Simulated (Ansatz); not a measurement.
# Al₂B (sextet): from Hartree-Fock to the top rungs, def2-QZVPP

One table from this session's results is given with a row withheld; the runs are named, their logs left out.

Computed with Ansatz 0.2.0, Gaussian basis. Level: def2-QZVPP, core rule «outside noble gas», up to 11 orbitals frozen.

The runs, in order: UHF; ROHF; CCSD(T) on UHF.

5 further runs of the same task are left out: 1 that didn't finish, 4 set aside as unsound or not needed.

## The geometry

The geometry is a PBE0/def2-TZVP stationary point (not a proven minimum) of the parent state, kept for this charge and spin.

3 atoms, charge 0, spin multiplicity 6.

Atoms are counted from 1 here; the program's logs count them from 0.

Bond lengths: Al1–B2 2.078 Å, B2–Al3 2.078 Å. Angles: Al1–B2–Al3 90.5°.

Set-up of the first run:

in.yaml

```yaml
crystal:
  periodic: [false, false, false]
  atoms:
    - {symbol: Al, position_ang: [0.000000, -0.244231, 1.475660]}
    - {symbol: B, position_ang: [0.000000, 1.219080, 0.000000]}
    - {symbol: Al, position_ang: [0.000000, -0.244231, -1.475660]}
basis:
  gaussian: {orbitals: "def2-QZVPP.json"}
magnetization: {spin_polarized: true, initial_magnetization: 5}
hamiltonian: {xc: hf}
output: {orbitals: {seedname: orbitals}}
```

Launch:

```console
$ ansatz run in.yaml --threads 1 --pin off --events-out ev --progress --plain --max-ram 2393MiB
```

Steps of the session up to this table: UHF; ROHF; CCSD(T) on UHF.

One of the session's tables, all rows but one given; the rest of the session is left out.

| method | from UCCSD(T) (kcal/mol) |
| --- | --- |
| ROHF | +129.60 |
| UHF | +124.55 |
| UMP2 | +24.76 |
| UCCSD | ? |
| UCCSD(T) | 0 |

Q: Estimate the row for UCCSD from the others.

**Answer.** from UCCSD(T) (kcal/mol): +8.77. In the column «from UCCSD(T) (kcal/mol)» it lies between UCCSD(T) (0) and UMP2 (+24.76).
